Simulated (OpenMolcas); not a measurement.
# OH− (hydroxide) at 3 levels

We compute a comparison of 3 runs (HF/3-21G, M06-2X/3-21G, CISD/3-21G) of OH− (hydroxide). 

Program for the calculation: OpenMolcas 26.06.

## 1. The system as given

OH− has 2 atoms, charge -1, and is taken as a singlet. SMILES: `[OH-]`. The O1–H2 distance was set to 1.686 Å, away from the relaxed value.

## 2. The energy at HF/3-21G (run 1)

calc.input reads:

```
* HO Hartree-Fock
>>> EXPORT MOLCAS_PRINT=2

&GATEWAY
  BasLib
  $CurrDir
  BasisSet
  O.3-21G....
  O1 1.029491 -0.329497 0.531245 angstrom
  End of Basis
  BasisSet
  H.3-21G....
  H2 -0.411800 0.131800 -0.212500 angstrom
  End of Basis

&SEWARD

&SCF
  Charge
  -1
  Thresholds
  1e-10 1e-07 1e-07 1e-05
  PrOrbitals
  1 1
```

The basis set 3-21G is read from a file made from the Basis Set Exchange's data (not shown).

On the command line:

```console
export MOLCAS_MEM=1860
pymolcas calc.input > calc.log
```

The log of the run:

```text
--- Start Module: gateway ---
[...]
--- Stop Module: gateway /rc=_RC_ALL_IS_WELL_ ---
--- Start Module: seward ---
[...]
      Basis functions           11
--- Stop Module: seward /rc=_RC_ALL_IS_WELL_ ---
--- Start Module: scf ---
[...]
       Convergence after  13 Iterations
[...]
::    Total SCF energy                                -74.7941127224
[...]
      Total spin, S                                     0.0000000000
[...]
      Total electronic charge=   10.000000
      Total            charge=   -1.000000
[...]
      Dipole Moment (debye):
      Origin of the operator (angstrom)=    0.9441   -0.3022    0.4872
                   X=  2.4582E+00               Y= -7.8675E-01               Z=  1.2685E+00           Total=  2.8759E+00
      Center of Charge (angstrom)
[...]
--- Stop Module: scf /rc=_RC_ALL_IS_WELL_ ---
[...]
```

Run time: 1.4 s. Hardware: 1 thread of Arm Neoverse V2, shared host; peak memory 0.37 GiB.

## 3. A single-point energy at M06-2X/3-21G (run 2)

calc.input reads:

```
&gateway
  baslib = $CurrDir
  basisset
  O.3-21G....
  O1 1.029491 -0.329497 0.531245 angstrom
  End of Basis
  basisset
  H.3-21G....
  H2 -0.411800 0.131800 -0.212500 angstrom
  End of Basis

&seward
  gridinput
  Grid=UltraFine
  End of Grid

&scf
  charge = -1
  ksdft = M062X
  thresholds = 1e-10 1e-07 1e-07 1e-05
  prorbitals = 1 1
```

The basis set 3-21G is read from a file made from the Basis Set Exchange's data (not shown).

On the command line:

```console
export MOLCAS_MEM=1860
pymolcas calc.input > calc.log
```

The log of the run:

```text
--- Start Module: gateway ---
[...]
--- Stop Module: gateway /rc=_RC_ALL_IS_WELL_ ---
--- Start Module: seward ---
[...]
      Basis functions           11
--- Stop Module: seward /rc=_RC_ALL_IS_WELL_ ---
--- Start Module: scf ---
[...]
       Convergence after  14 Iterations
[...]
::    Total KS-DFT energy                             -75.1408124488
[...]
      Total spin, S                                     0.0000000000
[...]
      Total electronic charge=   10.000000
      Total            charge=   -1.000000
[...]
      Dipole Moment (debye):
      Origin of the operator (angstrom)=    0.9441   -0.3022    0.4872
                   X=  1.6221E+00               Y= -5.1916E-01               Z=  8.3703E-01           Total=  1.8977E+00
      Center of Charge (angstrom)
[...]
--- Stop Module: scf /rc=_RC_ALL_IS_WELL_ ---
[...]
```

Wall time 2.8 s (1 thread of Arm Neoverse V2, shared host); peak memory 0.37 GiB.

## 4. A single-point energy at CISD/3-21G (run 3)

calc.input reads:

```
&gateway
baslib = $CurrDir
basisset
O.3-21G....
O1 1.029491 -0.329497 0.531245 angstrom
End of Basis
basisset
H.3-21G....
H2 -0.411800 0.131800 -0.212500 angstrom
End of Basis
&seward
&scf
charge = -1
thresholds = 1e-10 1e-07 1e-07 1e-05
prorbitals = 1 1
&motra
frozen = 1
&guga
electrons = 8
spin = 1
inactive = 4
active = 0
ciall = 1
&cpf
sdci
```

The basis set 3-21G is read from a file made from the Basis Set Exchange's data (not shown).

On the command line:

```console
export MOLCAS_MEM=1860
pymolcas calc.input > calc.log
```

The log of the run:

```text
--- Start Module: gateway ---
[...]
--- Stop Module: gateway /rc=_RC_ALL_IS_WELL_ ---
[...]
      Basis functions           11
[...]
       Convergence after  13 Iterations
[...]
::    Total SCF energy                                -74.7941127224
[...]
      Total spin, S                                     0.0000000000
[...]
      *** WARNING: Default frozen orbitals is overwritten by user input.
      *** Default values:   1
[...]
--- Start Module: guga ---
[...]
--- Stop Module: guga /rc=_RC_ALL_IS_WELL_ ---
--- Start Module: cpf ---
[...]
      Active orbitals                            0       0
[...]
      Spin quantum number                      0.0
[...]
     FINAL CI ENERGY           -74.92118563
     FINAL CORRELATION ENERGY   -0.12707290  REFERENCE ENERGY     -74.79411272
[...]
     REL. CI ENERGY            -74.92118563
[...]
      Total electronic charge=   10.000000
      Total            charge=   -1.000000
[...]
      Dipole Moment (debye):
      Origin of the operator (angstrom)=    0.9441   -0.3022    0.4872
                   X=  1.4052E+00               Y= -4.4975E-01               Z=  7.2513E-01           Total=  1.6440E+00
      Quadrupole Moment (debye*angstrom):
[...]
--- Stop Module: cpf /rc=_RC_ALL_IS_WELL_ ---
[...]
```

Run time: 1.6 s. Hardware: 1 thread of Arm Neoverse V2, shared host; peak memory 0.37 GiB.

## 5. Overview of the runs

```csv
run,level,integration grid,frozen core orbitals,energy (Eh),HOMO energy (eV),LUMO energy (eV),HOMO–LUMO gap (eV),wall time
1,HF/3-21G,–,–,-74.794113,-1.36,13.12,14.47,1.4 s
2,M06-2X/3-21G,UltraFine,–,-75.140812,1.84,9.58,7.74,2.8 s
3,CISD/3-21G,–,1,-74.921186,-1.36,13.12,14.47,1.6 s
```

## 6. Results

```
                                                    quantity         value
                                         run 3: total energy  -74.92119 Eh
                  run 3: HOMO energy (Hartree–Fock orbitals)      -1.36 eV
                  run 3: LUMO energy (Hartree–Fock orbitals)      13.12 eV
run 3: HOMO–LUMO gap (to an unbound level, set by the basis)      14.47 eV
           run 3: correlation energy (1 core orbital frozen)    -127.1 mEh
```

In run 2 the HOMO lies above zero, so the outermost electron may be held by the basis alone. All runs together took 5.8 s, the longest 2.8 s.
